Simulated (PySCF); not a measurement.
# EPR parameters of C6H9

Compound: C₆H₉ (doublet state).
Numbering: `[CH3:1][CH:2][C@H:3]1[CH:4]=[C:5]1[CH3:6]` (hydrogens: H7, H8, H9 on C1; H10 on C2; H11 on C3; H12 on C4; H13, H14, H15 on C6)

Geometry (GFN2-xTB, Å), atoms numbered from 1 in this order:
```
atom  x, y, z in Å
C1    -2.4642    0.4385    0.3054
C2    -1.1572    0.1831   -0.3436
C3    -0.1443   -0.6533    0.2379
C4     0.8455   -1.4136   -0.6447
C5     1.3398   -0.3851   -0.0300
C6     2.4140    0.5610    0.2808
H7    -3.2905    0.0354   -0.2900
H8    -2.5011   -0.0189    1.2920
H9    -2.6513    1.5112    0.4113
H10   -0.9672    0.6309   -1.3059
H11   -0.4114   -1.0957    1.1966
H12    0.9338   -2.2151   -1.3366
H13    3.3283    0.2967   -0.2499
H14    2.6114    0.5654    1.3536
H15    2.1098    1.5675   -0.0073
```

The hyperfine couplings belong to this conformer and change with its torsions.

Computed, not measured: PySCF 2.14.0, UKS B3LYP, pcH-1 on C H, non-relativistic, mean-field spin-orbit, GIAO. Isolated species at its GFN2-xTB geometry (one conformer only). A GFN2-xTB geometry isn't a minimum of the functional, and hyperfine couplings can be far from their values at a DFT geometry. The SCF solution wasn't tested for stability.

* g1, g2, g3: 2.00187, 2.00278, 2.00301
* g_iso: 2.00255
* Form of g: rhombic: the two nearest values differ by 20 % of g3 − g1
* ⟨S²⟩: 0.7556 (exact 0.7500)
* HOMO–LUMO gap, α and β orbitals: 4.68, 5.70 eV

Isotropic coupling and dipolar principal values T1 to T3, in MHz; ρ(0) is the spin density at the nucleus:

| atom | isotope | a_iso | T1 | T2 | T3 | Mulliken spin population | ρ(0) (bohr⁻³) |
| --- | --- | --- | --- | --- | --- | --- | --- |
| C1 | 13C | -32.2 | -2.2 | 0.5 | 1.7 | -0.08 | -0.0286 |
| C2 | 13C | 80.0 | -73.6 | -72.9 | 146.5 | 0.94 | 0.0712 |
| C3 | 13C | -40.7 | -3.3 | -1.1 | 4.4 | -0.10 | -0.0362 |
| C4 | 13C | 79.6 | -9.1 | -7.9 | 17.0 | 0.09 | 0.0708 |
| C5 | 13C | 71.1 | -10.0 | -9.4 | 19.4 | 0.09 | 0.0632 |
| C6 | 13C | 8.6 | -1.7 | -1.3 | 2.9 | 0.01 | 0.0076 |
| H7 | 1H | 112.8 | -4.8 | -3.4 | 8.2 | 0.04 | 0.0252 |
| H8 | 1H | 3.5 | -4.3 | -3.4 | 7.8 | 0.00 | 0.0008 |
| H9 | 1H | 94.4 | -4.7 | -3.6 | 8.3 | 0.04 | 0.0211 |
| H10 | 1H | -56.1 | -34.4 | -0.2 | 34.6 | -0.04 | -0.0125 |
| H11 | 1H | 0.7 | -4.0 | -1.9 | 5.9 | 0.00 | 0.0002 |
| H12 | 1H | 23.9 | -4.3 | -1.7 | 6.0 | 0.01 | 0.0053 |
| H13 | 1H | 9.8 | -1.8 | -0.7 | 2.5 | 0.01 | 0.0022 |
| H14 | 1H | 4.8 | -2.0 | -1.4 | 3.3 | 0.00 | 0.0011 |
| H15 | 1H | -1.2 | -2.5 | -0.7 | 3.3 | 0.00 | -0.0003 |

The largest Mulliken spin populations are on C2 (+0.94), C3 (-0.10), C5 (+0.09) and C4 (+0.09). No atom but C2 exceeds +0.15. The angles at C2 add up to 360.0°, so it is planar; its axial dipolar tensor and the negative coupling of its proton fit spin in a p orbital normal to that plane.

Axes: g2 points within 5° of the C1–C2 bond.

Under fast tumbling the dipolar parts average out, and these isotropic splittings remain: 3 × 1H (H7/H8/H9, I = 1/2, 4 lines) with 2.51 mT, 1 × 1H (H10, I = 1/2, 2 lines) with 2.00 mT, 1 × 1H (H12, I = 1/2, 2 lines) with 0.85 mT and 3 × 1H (H13/H14/H15, I = 1/2, 4 lines) with 0.16 mT.

Class means assume fast exchange of nuclei equivalent by connectivity; if that motion is slow, each nucleus keeps its own coupling. The three 1H nuclei of mean +70.2 MHz run from 3.5 to 112.8 MHz in the frozen geometry. The three 1H nuclei of mean +4.5 MHz run from -1.2 to 9.8 MHz in the frozen geometry.

The 13C coupling of C2 (80.0 MHz) shows only in satellite lines or after enrichment, since that isotope makes up about 1.07 % of natural carbon.

Hardware: Arm Neoverse V1, one thread, no GPU, shared host with 32 logical CPUs at a one-minute load of 35. Cost: 47 s wall (with the writing of density and orbital grids), 0.84 GiB resident at most.
